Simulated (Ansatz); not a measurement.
# NH₃ (triplet): wave-function methods side by side at distance H1–H2 along a hydrogen transfer = 1.271 Å, 6-31G

How much of the correlation energy of NH₃ (triplet) does each wave-function method recover here?

Program: Ansatz 0.2.0, Gaussian basis. Level of theory: 6-31G, core rule «outside noble gas», up to 1 orbitals frozen. These are calculated values, not measurements.

Plan: UHF; CCSD(T) on ROHF; CCSD(T) on UHF; BCCD(T) on ROHF; CISD; CCSDT(Q) on ROHF; CCSDT(Q) on UHF; CISDTQ; CCSDTQ on ROHF; CCSDTQ on UHF; CASSCF and MRCISD+Q, 4 electrons in 4 orbitals; CASSCF and NEVPT2, 4 electrons in 4 orbitals; CASSCF and MRCISD+Q, 8 electrons in 7 orbitals; CASSCF and NEVPT2, 8 electrons in 7 orbitals.

6 further runs of the same task are left out: 6 that didn't finish.

## 1. The geometry

The geometry derives from fragments relaxed apart (PBE0/def2-TZVP) and kept rigid, so it is no stationary point. A hydrogen atom is moved between rigid fragments.

4 atoms, charge 0, spin multiplicity 3.

Atoms are counted from 1 here; the program's logs count them from 0.

Bond lengths: H2–N3 1.040 Å, N3–H4 1.040 Å. Angles: H2–N3–H4 105.0°.

## 2. UHF

The input, in.yaml:

```yaml
crystal:
  periodic: [false, false, false]
  atoms:
    - {symbol: H, position_ang: [-2.128599, 0.059434, 0.000000]}
    - {symbol: H, position_ang: [-0.857599, 0.059434, 0.000000]}
    - {symbol: N, position_ang: [0.182401, 0.059434, 0.000000]}
    - {symbol: H, position_ang: [0.451483, -0.944792, 0.000000]}
basis:
  gaussian: {orbitals: 6-31G}
magnetization: {spin_polarized: true, initial_magnetization: 2}
hamiltonian: {xc: hf}
output: {orbitals: {seedname: orbitals}}
```

On the command line:

```bash
$ ansatz run in.yaml --threads 1 --pin off --events-out ev --progress --plain --max-ram 2393MiB
```

After this run come: CCSD(T) on ROHF; CCSD(T) on UHF; BCCD(T) on ROHF; CISD; CCSDT(Q) on ROHF; CCSDT(Q) on UHF; CISDTQ; CCSDTQ on ROHF; CCSDTQ on UHF; CASSCF and MRCISD+Q, 4 electrons in 4 orbitals; CASSCF and NEVPT2, 4 electrons in 4 orbitals; CASSCF and MRCISD+Q, 8 electrons in 7 orbitals; CASSCF and NEVPT2, 8 electrons in 7 orbitals.

**Question.** What will the summary of the whole plan be? Wanted: UCCSDTQ below the RHF energy; RMP2 from UCCSDTQ; UMP2 from UCCSDTQ; RCCSD from UCCSDTQ; RCCSD(T) from UCCSDTQ; UCCSD(T) from UCCSDTQ; RCCSDT(Q) from UCCSDTQ; UCCSDT(Q) from UCCSDTQ; NEVPT2 pair from UCCSDTQ.

The runs gave:

| quantity | value |
| --- | --- |
| UCCSDTQ below the RHF energy | -3.0084 eV |
| RMP2 from UCCSDTQ | +11.47 kcal/mol |
| UMP2 from UCCSDTQ | +10.82 kcal/mol |
| RCCSD from UCCSDTQ | +0.97 kcal/mol |
| RCCSD(T) from UCCSDTQ | +0.28 kcal/mol |
| UCCSD(T) from UCCSDTQ | +0.27 kcal/mol |
| RCCSDT(Q) from UCCSDTQ | +0.01 kcal/mol |
| UCCSDT(Q) from UCCSDTQ | 0.00 kcal/mol |
| NEVPT2 pair from UCCSDTQ | +9.54 kcal/mol |
| MRCISD+Q pair from UCCSDTQ | +0.09 kcal/mol |
| NEVPT2 valence from UCCSDTQ | +6.90 kcal/mol |
| levels within 1 kcal/mol (43 meV) | RCCSD, UCCSD, RCCSD(T), UCCSD(T), BCCD(T), RCCSDT, UCCSDT, CISDTQ, RCCSDT(Q), UCCSDT(Q), RCCSDTQ, MRCISD+Q pair, MRCISD+Q valence |
| T1 diagnostic | 0.026 |
| effectively unpaired electrons | 2.01 |

RCCSD(T) lands +0.28 kcal/mol from the yardstick (0.4 % of the correlation energy). One determinant dominates. Of the multireference levels listed MRCISD+Q pair comes nearest in total energy (+0.09 kcal/mol), which doesn't show that its space is the better one. These misses are within one basis, not against nature; the frozen cores of restricted and unrestricted runs differ, which can shift their rows.
